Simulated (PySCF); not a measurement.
# One molecule, many functionals

Compound: C₄H₇Cl.
Numbering: `[CH3:1]/[CH:2]=[CH:3]\[CH2:4][Cl:5]` (hydrogens: H6, H7, H8 on C1; H9 on C2; H10 on C3; H11, H12 on C4)

Structure used (PBE0-D3(BJ)/def2-SVP), in Å, numbered top down from 1:
```
atom  x, y, z in Å
C1     1.307   -0.697   -0.070
C2     0.556    0.568    0.177
C3    -0.770    0.743    0.249
C4    -1.809   -0.308    0.085
Cl5   -2.755   -0.529    1.604
H6     0.657   -1.573   -0.192
H7     1.932   -0.610   -0.974
H8     1.997   -0.902    0.765
H9     1.177    1.461    0.316
H10   -1.154    1.747    0.455
H11   -2.542   -0.030   -0.685
H12   -1.389   -1.288   -0.172
```

Linear-response calculations in the def2-SVPD basis (PySCF; singlets by full response, triplets Tamm–Dancoff, core orbitals frozen in the response; HF means time-dependent Hartree–Fock). 'Strongest' is the level of largest summed f among the singlets computed (10 roots, of which the last may lack a degenerate partner); it can jump between rows when another state enters that window. S1 is the lowest singlet of each run and needn't be the same state throughout; f(S1) is that of one state. Isolated species at its PBE0-D3(BJ)/def2-SVP geometry (one conformer only).

```
functional                               kind  S1 (eV)  f(S1)  strongest (eV)  T1 (eV)  HOMO (eV)  gap (eV)  ionisation energy, ΔSCF (eV)
       LDA                                LDA     5.62  0.017            6.52     4.39      -6.52      4.92                          9.49
       PBE                                GGA     5.72  0.036            6.48     4.19      -6.38      4.98                          9.32
     B3LYP  global hybrid, 20% exact exchange     6.23  0.184            6.84     4.22      -7.27      6.65                          9.52
      PBE0  global hybrid, 25% exact exchange     6.40  0.209            6.40     4.14      -7.49      7.11                          9.52
 BHandHLYP  global hybrid, 50% exact exchange     6.78  0.304            6.78     4.11      -8.46      9.15                          9.44
 CAM-B3LYP             range-separated hybrid     6.63  0.246            7.20     4.20      -8.79      9.52                          9.63
   wB97X-D             range-separated hybrid     6.67  0.269            6.67     4.30      -9.32     10.72                          9.59
        HF                       Hartree–Fock     7.21  0.546            7.21     3.65      -9.90     12.63                   not settled
```

What does LC-wPBE (range-separated hybrid) give?

S1 (eV) 6.98, f(S1) 0.328, strongest (eV) 6.98, T1 (eV) 4.08, HOMO (eV) -10.17, gap (eV) 12.06, ionisation energy, ΔSCF (eV) 9.72. S1 runs from 5.62 eV (LDA) to 7.21 eV (HF), a spread of 1.59 eV, while the orbital gap spreads over 7.7 eV. Along PBE (0%), B3LYP (20%), PBE0 (25%), BHandHLYP (50%), HF (100%) S1 rises with the share of exact exchange. −ε(HOMO) comes closest to its own ΔSCF ionisation energy with wB97X-D (-0.27 eV) and misses most with LDA (-2.98 eV). 'Not settled' means that the ion's SCF failed to converge or may have ended in another state than the lowest.
